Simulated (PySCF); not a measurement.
## Exercise with solution: chemical shift, span and skew from a shielding tensor

ethanol (C₂H₆O), SMILES CCO. Atoms are numbered in the order given.

```xyz
9

C     -1.1896     0.1538     0.2659
C      0.0602    -0.4255    -0.3602
O      1.2294     0.2888    -0.0146
H     -2.0776    -0.3927    -0.0623
H     -1.3064     1.2037    -0.0104
H     -1.1476     0.0905     1.3578
H      0.1594    -1.4875    -0.0950
H     -0.0027    -0.3719    -1.4496
H      1.3156     0.2782     0.9420
```

Coordinates come from a PBE0-D3(BJ)/def2-TZVP optimisation. Other conformers were not sampled.

GIAO shieldings from B3LYP/pcSseg-1 run with PySCF, non-relativistic, no solvent. The symmetric part of the tensor of C1 has the principal values 140.3, 155.4, 180.1 ppm. The same nucleus in TMS has σ = 181.3 ppm at this level (PySCF, at its B3LYP-D3(BJ)/def2-TZVP geometry).

Problem. Work out the isotropic shielding, the ¹³C shift against TMS, the span and the skew.

Solution. 
σ(iso) = (σ11 + σ22 + σ33)/3 = 158.6 ppm. δ = σ(ref) − σ(iso) = 181.3 − (158.6) = 22.7 ppm.
Span Ω = σ33 − σ11 = 39.8 ppm. Skew κ = 3(σ(iso) − σ22)/Ω = 0.24. Tumbling in solution averages the tensor to δ; in a static solid the shielding alone would spread this spin-1/2 line over Ω.
